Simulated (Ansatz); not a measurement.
# C2Si: levels of theory

Aim: for C2Si, compare levels of theory; the runs are relaxing the atoms and harmonic vibrations.

Computed with Ansatz 0.2.0 (MP2 on Hartree-Fock, Gaussian basis cc-pV(T+d)Z, and further levels as typed in the inputs, unless a step's input says otherwise).

## 1. The structure to begin with

Bond lengths: Si1–C2 1.837 Å, Si1–C3 1.837 Å, C2–C3 1.269 Å. Angles: Si1–C2–C3 69.8°, C2–Si1–C3 40.4°, Si1–C3–C2 69.8°.

Structure file:

```xyz
3

Si    0.0000    0.0000    0.0000
C     0.6345    0.0000    1.7240
C    -0.6345    0.0000    1.7240
```

## 2. Relaxing the atoms: C2Si

The input, input.yaml:

```yaml
relax:
  f_tol: 0.0008
  max_steps: 200
crystal:
  periodic: [false, false, false]
  atoms:
    - { symbol: Si, position_ang: [0.0, 0.0, 0.0] }
    - { symbol: C, position_ang: [0.6345, 0.0, 1.724] }
    - { symbol: C, position_ang: [-0.6345, 0.0, 1.724] }
basis:
  gaussian: { orbitals: "cc-pV(T+d)Z.json" }
hamiltonian:
  xc: hf
correlation:
  method: mp2
```

Launch:

```
$ ansatz run input.yaml --threads 4 --pin off --max-ram 14336MiB --backend cpu --events-out ev --progress --plain --runs-dir out
```

The log of the run (excerpt; [...] marks lines left out):

```text
Warning: RAYON_NUM_THREADS=4 ignored (pool sized by the plan → 4); use --threads N
[...]
Functional definition: HF
[...]
688 factors; integrals over basis functions are off by at most 3.3e-4 eV
[...]
mean field -9919.52332573 eV, -364.5357585263 hartree, gradient 1.8e-6 eV, S^2 0.000000; 0 other end points of the search recorded, 0 dependent functions left out; unrestricted orbitals would lower it
7 core orbitals not correlated: weight in the atoms' cores, before any rotation towards them, 1.000 or more for the frozen orbitals, at most 0.000 for the correlated occupied ones
reference -9919.52332573 eV, -364.5357585263 hartree; 6, 6 occupied and 86, 86 virtual orbitals, 688 factors
second order -10.15702954 eV of doubles, -0.00000000 eV of singles
[...]
relax step   1: F+E_penalty+E_count = -9929.68035527 eV  Δ(F+E_penalty+E_count) = +0.000e0 eV  max|allowed force component| = 8.039e-1 eV/Å  Δτ_max = 0.0000 Å  (43 SCF iters, accepted)
[...]
relax step   3: F+E_penalty+E_count = -9929.68499733 eV  Δ(F+E_penalty+E_count) = -2.807e-4 eV  max|allowed force component| = 2.538e-2 eV/Å  Δτ_max = 0.0014 Å  (39 SCF iters, accepted)
[...]
relax step   4: F+E_penalty+E_count = -9929.68500788 eV  Δ(F+E_penalty+E_count) = -1.055e-5 eV  max|allowed force component| = 1.191e-4 eV/Å  Δτ_max = 0.0005 Å  (28 SCF iters, accepted)
[...]
688 factors; integrals over basis functions are off by at most 3.3e-4 eV
mean field -9919.49788513 eV, -364.5348236014 hartree, gradient 2.4e-6 eV, S^2 0.000000; 1 other end points of the search recorded, 0 dependent functions left out; unrestricted orbitals would lower it
7 core orbitals not correlated: weight in the atoms' cores, before any rotation towards them, 1.000 or more for the frozen orbitals, at most 0.000 for the correlated occupied ones
reference -9919.49788513 eV, -364.5348236014 hartree; 6, 6 occupied and 86, 86 virtual orbitals, 688 factors
second order -10.18712273 eV of doubles, -0.00000000 eV of singles
[...]
Total energy: -9929.68500786 eV, -364.9091934565 hartree
Atom 0 at     0.000000    -0.000000     0.000090 Å, force    -0.000000     0.000000    -0.000120 eV/Å
Atom 1 at     0.640361    -0.000000     1.723955 Å, force    -0.000093     0.000000     0.000060 eV/Å
Atom 2 at    -0.640361     0.000000     1.723955 Å, force     0.000093    -0.000000     0.000060 eV/Å
Dipole moment:    -0.000000     0.000000    -0.488209 e Å
Checks for a lower state left out: cluster_reference
```

Run time: 1.5 s. Hardware: 4 threads of AMD EPYC 9R45 (Zen 5), shared host; peak memory 0.18 GiB.

Step by step:

| step | E - E(step 1) (eV) | largest force component (eV/Å) |
| --- | --- | --- |
| 1 | 0.0000 | 0.8039 |
| 2 | -0.0044 | 0.1898 |
| 3 | -0.0046 | 0.0254 |
| 4 | -0.0047 | 0.0001 |

Step 1 is the start.

Before: Bond lengths: Si1–C2 1.837 Å, Si1–C3 1.837 Å, C2–C3 1.269 Å. Angles: Si1–C2–C3 69.8°, C2–Si1–C3 40.4°, Si1–C3–C2 69.8°.

After: Bond lengths: Si1–C2 1.839 Å, Si1–C3 1.839 Å, C2–C3 1.281 Å. Angles: Si1–C2–C3 69.6°, C2–Si1–C3 40.8°, Si1–C3–C2 69.6°.

## 3. Harmonic vibrations

It takes the final geometry of step 2.

The input, input.yaml:

```yaml
crystal:
  periodic: [false, false, false]
  atoms:
    - { symbol: Si, position_ang: [0.0, 0.0, 9.038e-05] }
    - { symbol: C, position_ang: [0.64036078, 0.0, 1.72395481] }
    - { symbol: C, position_ang: [-0.64036078, 0.0, 1.72395481] }
basis:
  gaussian: { orbitals: "cc-pV(T+d)Z.json" }
hamiltonian:
  xc: hf
correlation:
  method: mp2
phonons: {}
```

Launch:

```
$ ansatz run input.yaml --threads 4 --pin off --max-ram 14336MiB --backend cpu --events-out ev --progress --plain --runs-dir out
```

The log of the run (excerpt; [...] marks lines left out):

```text
Warning: RAYON_NUM_THREADS=4 ignored (pool sized by the plan → 4); use --threads N
[...]
[... 1 set-up line as earlier in the session ...]
[...]
687 factors; integrals over basis functions are off by at most 3.4e-4 eV
[...]
mean field -9919.49788521 eV, -364.5348236043 hartree, gradient 1.8e-6 eV, S^2 0.000000; 0 other end points of the search recorded, 0 dependent functions left out; unrestricted orbitals would lower it
7 core orbitals not correlated: weight in the atoms' cores, before any rotation towards them, 1.000 or more for the frozen orbitals, at most 0.000 for the correlated occupied ones
reference -9919.49788521 eV, -364.5348236043 hartree; 6, 6 occupied and 86, 86 virtual orbitals, 687 factors
second order -10.18712269 eV of doubles, -0.00000000 eV of singles
[...]
687 factors; integrals over basis functions are off by at most 3.4e-4 eV
[...]
mean field -9919.49770383 eV, -364.5348169387 hartree, gradient 5.8e-7 eV, S^2 0.000000; 0 other end points of the search recorded, 0 dependent functions left out; unrestricted orbitals would lower it
7 core orbitals not correlated: weight in the atoms' cores, before any rotation towards them, 1.000 or more for the frozen orbitals, at most 0.000 for the correlated occupied ones
reference -9919.49770383 eV, -364.5348169387 hartree; 6, 6 occupied and 86, 86 virtual orbitals, 687 factors
second order -10.18729034 eV of doubles, -0.00000000 eV of singles
[...]
Total energy: -9929.68500790 eV, -364.9091934581 hartree
Atom 0 at     0.000000     0.000000     0.000090 Å, force    -0.000000     0.000000    -0.000121 eV/Å
Atom 1 at     0.640361     0.000000     1.723955 Å, force    -0.000094    -0.000000     0.000060 eV/Å
Atom 2 at    -0.640361     0.000000     1.723955 Å, force     0.000094     0.000000     0.000060 eV/Å
Dipole moment:    -0.000000    -0.000000    -0.488209 e Å
Vibrations: 197.63 819.37 1730.14 cm⁻¹, zero-point energy 0.170300 eV
Checks for a lower state left out: cluster_reference
```

Run time: 2.3 s. Hardware: 4 threads of AMD EPYC 9R45 (Zen 5), shared host; peak memory 0.19 GiB.

Harmonic frequencies from the force constants, with rigid motions projected out (i: imaginary):

| mode | cm⁻¹ |
| --- | --- |
| 1 | 198 |
| 2 | 820 |
| 3 | 1731 |

## 4. Relaxing the atoms: CCSD(T) on Hartree-Fock, Gaussian basis cc-pV(T+d)Z

The input, input.yaml:

```yaml
relax:
  f_tol: 0.0008
  max_steps: 200
crystal:
  periodic: [false, false, false]
  atoms:
    - { symbol: Si, position_ang: [0.0, 0.0, 0.0] }
    - { symbol: C, position_ang: [0.6345, 0.0, 1.724] }
    - { symbol: C, position_ang: [-0.6345, 0.0, 1.724] }
basis:
  gaussian: { orbitals: "cc-pV(T+d)Z.json" }
hamiltonian:
  xc: hf
correlation:
  method: ccsd_t
```

Launch:

```
$ ansatz run input.yaml --threads 4 --pin off --max-ram 14336MiB --backend cpu --events-out ev --progress --plain --runs-dir out
```

The log of the run (excerpt; [...] marks lines left out):

```text
Warning: RAYON_NUM_THREADS=4 ignored (pool sized by the plan → 4); use --threads N
[...]
[... 1 set-up line as earlier in the session ...]
[...]
688 factors; integrals over basis functions are off by at most 3.3e-4 eV
[...]
mean field -9919.52332573 eV, -364.5357585263 hartree, gradient 1.8e-6 eV, S^2 0.000000; 0 other end points of the search recorded, 0 dependent functions left out; unrestricted orbitals would lower it
7 core orbitals not correlated: weight in the atoms' cores, before any rotation towards them, 1.000 or more for the frozen orbitals, at most 0.000 for the correlated occupied ones
reference -9919.52332573 eV, -364.5357585263 hartree; 6, 6 occupied and 86, 86 virtual orbitals, 688 factors
second order -10.15702954 eV of doubles, -0.00000000 eV of singles
cycle   1  -10.05399594 eV  change    1.0e-1 eV  update   1.0e-1
[...]
perturbative correction -0.70390246 eV, -0.0258679383 hartree
[...]
mean field -9919.50022805 eV, -364.5349097020 hartree, gradient 1.7e-6 eV, S^2 0.000000; 1 other end points of the search recorded, 0 dependent functions left out; unrestricted orbitals would lower it
7 core orbitals not correlated: weight in the atoms' cores, before any rotation towards them, 1.000 or more for the frozen orbitals, at most 0.000 for the correlated occupied ones
reference -9919.50022805 eV, -364.5349097020 hartree; 6, 6 occupied and 86, 86 virtual orbitals, 688 factors
second order -10.18372485 eV of doubles, -0.00000000 eV of singles
[...]
cycle  12  -10.57594763 eV  change    3.3e-6 eV  update   1.9e-6
[...]
perturbative correction -0.71238113 eV, -0.0261795237 hartree
[...]
Total energy: -9930.78855681 eV, -364.9497481325 hartree
Atom 0 at     0.000000     0.000000    -0.005326 Å, force    -0.000000     0.000000    -0.000041 eV/Å
Atom 1 at     0.639986     0.000000     1.726663 Å, force    -0.000052     0.000000     0.000021 eV/Å
Atom 2 at    -0.639986    -0.000000     1.726663 Å, force     0.000052    -0.000000     0.000021 eV/Å
Dipole moment:    -0.000000     0.000000    -0.480541 e Å
```

It took 12 s on 4 threads of AMD EPYC 9R45 (Zen 5), shared host; peak memory 0.54 GiB.

Relaxation path:

| step | E - E(step 1) (eV) | largest force component (eV/Å) |
| --- | --- | --- |
| 1 | 0.0000 | 0.7704 |
| 2 | -0.0044 | 0.1985 |
| 3 | -0.0052 | 0.0045 |
| 4 | -0.0052 | 0.0001 |

Step 1 is the start.

Before: Bond lengths: Si1–C2 1.837 Å, Si1–C3 1.837 Å, C2–C3 1.269 Å. Angles: Si1–C2–C3 69.8°, C2–Si1–C3 40.4°, Si1–C3–C2 69.8°.

After: Bond lengths: Si1–C2 1.846 Å, Si1–C3 1.846 Å, C2–C3 1.280 Å. Angles: Si1–C2–C3 69.7°, C2–Si1–C3 40.6°, Si1–C3–C2 69.7°.

## 5. Harmonic vibrations

It takes the final geometry of step 4.

The input, input.yaml:

```yaml
crystal:
  periodic: [false, false, false]
  atoms:
    - { symbol: Si, position_ang: [0.0, 0.0, -0.0053255] }
    - { symbol: C, position_ang: [0.63998588, 0.0, 1.72666275] }
    - { symbol: C, position_ang: [-0.63998588, 0.0, 1.72666275] }
basis:
  gaussian: { orbitals: "cc-pV(T+d)Z.json" }
hamiltonian:
  xc: hf
correlation:
  method: ccsd_t
phonons: {}
```

Launch:

```
$ ansatz run input.yaml --threads 4 --pin off --max-ram 14336MiB --backend cpu --events-out ev --progress --plain --runs-dir out
```

The log of the run (excerpt; [...] marks lines left out):

```text
Warning: RAYON_NUM_THREADS=4 ignored (pool sized by the plan → 4); use --threads N
[...]
[... 1 set-up line as earlier in the session ...]
[...]
687 factors; integrals over basis functions are off by at most 3.4e-4 eV
[...]
mean field -9919.50022813 eV, -364.5349097049 hartree, gradient 1.8e-6 eV, S^2 0.000000; 0 other end points of the search recorded, 0 dependent functions left out; unrestricted orbitals would lower it
7 core orbitals not correlated: weight in the atoms' cores, before any rotation towards them, 1.000 or more for the frozen orbitals, at most 0.000 for the correlated occupied ones
reference -9919.50022813 eV, -364.5349097049 hartree; 6, 6 occupied and 86, 86 virtual orbitals, 687 factors
second order -10.18372487 eV of doubles, -0.00000000 eV of singles
cycle   1  -10.06548299 eV  change    1.2e-1 eV  update   1.0e-1
[...]
perturbative correction -0.71238114 eV, -0.0261795238 hartree
[...]
7 core orbitals not correlated: weight in the atoms' cores, before any rotation towards them, 1.000 or more for the frozen orbitals, at most 0.000 for the correlated occupied ones
reference -9919.50028344 eV, -364.5349117377 hartree; 6, 6 occupied and 86, 86 virtual orbitals, 687 factors
second order -10.18388198 eV of doubles, -0.00000000 eV of singles
[...]
cycle  12  -10.57605630 eV  change    3.1e-6 eV  update   2.1e-6
[...]
perturbative correction -0.71220349 eV, -0.0261729956 hartree
[...]
Total energy: -9930.78855691 eV, -364.9497481363 hartree
Atom 0 at     0.000000     0.000000    -0.005326 Å, force     0.000000    -0.000000    -0.000041 eV/Å
Atom 1 at     0.639986     0.000000     1.726663 Å, force    -0.000052     0.000000     0.000021 eV/Å
Atom 2 at    -0.639986     0.000000     1.726663 Å, force     0.000052     0.000000     0.000021 eV/Å
Dipole moment:    -0.000000     0.000000    -0.480541 e Å
Vibrations: 152.67 804.89 1751.54 cm⁻¹, zero-point energy 0.167943 eV
```

It took 17 s on 4 threads of AMD EPYC 9R45 (Zen 5), shared host; peak memory 0.54 GiB.

Harmonic frequencies from the force constants, with rigid motions projected out (i: imaginary):

| mode | cm⁻¹ |
| --- | --- |
| 1 | 153 |
| 2 | 806 |
| 3 | 1752 |

## 6. Relaxing the atoms: CCSD(T) on Hartree-Fock, Gaussian basis cc-pV(Q+d)Z

The input, input.yaml:

```yaml
relax:
  f_tol: 0.0008
  max_steps: 200
crystal:
  periodic: [false, false, false]
  atoms:
    - { symbol: Si, position_ang: [0.0, 0.0, 0.0] }
    - { symbol: C, position_ang: [0.6345, 0.0, 1.724] }
    - { symbol: C, position_ang: [-0.6345, 0.0, 1.724] }
basis:
  gaussian: { orbitals: "cc-pV(Q+d)Z.json" }
hamiltonian:
  xc: hf
correlation:
  method: ccsd_t
```

Launch:

```
$ ansatz run input.yaml --threads 4 --pin off --max-ram 14336MiB --backend cpu --events-out ev --progress --plain --runs-dir out
```

The log of the run (excerpt; [...] marks lines left out):

```text
Warning: RAYON_NUM_THREADS=4 ignored (pool sized by the plan → 4); use --threads N
[...]
[... 1 set-up line as earlier in the session ...]
[...]
1175 factors; integrals over basis functions are off by at most 3.0e-4 eV
[...]
mean field -9919.72647804 eV, -364.5432242359 hartree, gradient 2.8e-6 eV, S^2 0.000000; 1 other end points of the search recorded, 0 dependent functions left out; unrestricted orbitals would lower it
7 core orbitals not correlated: weight in the atoms' cores, before any rotation towards them, 1.000 or more for the frozen orbitals, at most 0.000 for the correlated occupied ones
reference -9919.72647804 eV, -364.5432242359 hartree; 6, 6 occupied and 161, 161 virtual orbitals, 1175 factors
second order -10.81522676 eV of doubles, -0.00000000 eV of singles
cycle   1  -10.55662423 eV  change    2.6e-1 eV  update   1.0e-1
[...]
perturbative correction -0.75634783 eV, -0.0277952700 hartree
[...]
mean field -9919.71446928 eV, -364.5427829219 hartree, gradient 4.5e-6 eV, S^2 0.000000; 2 other end points of the search recorded, 0 dependent functions left out; unrestricted orbitals would lower it
7 core orbitals not correlated: weight in the atoms' cores, before any rotation towards them, 1.000 or more for the frozen orbitals, at most 0.000 for the correlated occupied ones
reference -9919.71446928 eV, -364.5427829219 hartree; 6, 6 occupied and 161, 161 virtual orbitals, 1175 factors
second order -10.82851115 eV of doubles, -0.00000000 eV of singles
[...]
cycle  12  -11.08105163 eV  change    3.1e-6 eV  update   1.8e-6
[...]
perturbative correction -0.76030793 eV, -0.0279408011 hartree
[...]
Total energy: -9931.55582884 eV, -364.9779448594 hartree
Atom 0 at    -0.000000    -0.000000    -0.001011 Å, force     0.000000     0.000000     0.000588 eV/Å
Atom 1 at     0.637363     0.000000     1.724505 Å, force     0.000448    -0.000000    -0.000294 eV/Å
Atom 2 at    -0.637363     0.000000     1.724505 Å, force    -0.000448     0.000000    -0.000294 eV/Å
Dipole moment:    -0.000000     0.000000    -0.484335 e Å
```

Run time: 87 s. Hardware: 4 threads of AMD EPYC 9R45 (Zen 5), shared host; peak memory 3.2 GiB.

Relaxation path:

| step | E - E(step 1) (eV) | largest force component (eV/Å) |
| --- | --- | --- |
| 1 | 0.0000 | 0.4013 |
| 2 | -0.0011 | 0.0949 |
| 3 | -0.0012 | 0.0156 |
| 4 | -0.0012 | 0.0006 |

Step 1 is the start.

Before: Bond lengths: Si1–C2 1.837 Å, Si1–C3 1.837 Å, C2–C3 1.269 Å. Angles: Si1–C2–C3 69.8°, C2–Si1–C3 40.4°, Si1–C3–C2 69.8°.

After: Bond lengths: Si1–C2 1.839 Å, Si1–C3 1.839 Å, C2–C3 1.275 Å. Angles: Si1–C2–C3 69.7°, C2–Si1–C3 40.5°, Si1–C3–C2 69.7°.

## 7. Results

| step | level | energy above the lowest (eV) | charge | 2S+1 typed | ⟨S²⟩ | dipole (D) | time |
| --- | --- | --- | --- | --- | --- | --- | --- |
| 2 | MP2 on Hartree-Fock, Gaussian basis cc-pV(T+d)Z | 0.000 | 0 | 1 | 0.00 | 2.34 | 1.5 s |
| 3 | MP2 on Hartree-Fock, Gaussian basis cc-pV(T+d)Z | 0.000 | 0 | 1 | 0.00 | 2.34 | 2.3 s |
| 4 | CCSD(T) on Hartree-Fock, Gaussian basis cc-pV(T+d)Z | 0.000 | 0 | 1 | 0.00 | 2.31 | 12 s |
| 5 | CCSD(T) on Hartree-Fock, Gaussian basis cc-pV(T+d)Z | 0.000 | 0 | 1 | 0.00 | 2.31 | 17 s |
| 6 | CCSD(T) on Hartree-Fock, Gaussian basis cc-pV(Q+d)Z | n/a | 0 | 1 | 0.00 | 2.33 | 87 s |

Energies compare only among runs of one formula, size, charge, level and basis; each such set counts from its lowest member.

| quantity | value |
| --- | --- |
| harmonic frequencies (step 3) | 198 to 1731 cm⁻¹ |
| zero-point energy (step 3) | 0.170 eV |
| harmonic frequencies (step 5) | 153 to 1752 cm⁻¹ |
| zero-point energy (step 5) | 0.168 eV |

What this shows: In step 3 all modes are real: a minimum. In step 5 all modes are real: a minimum.
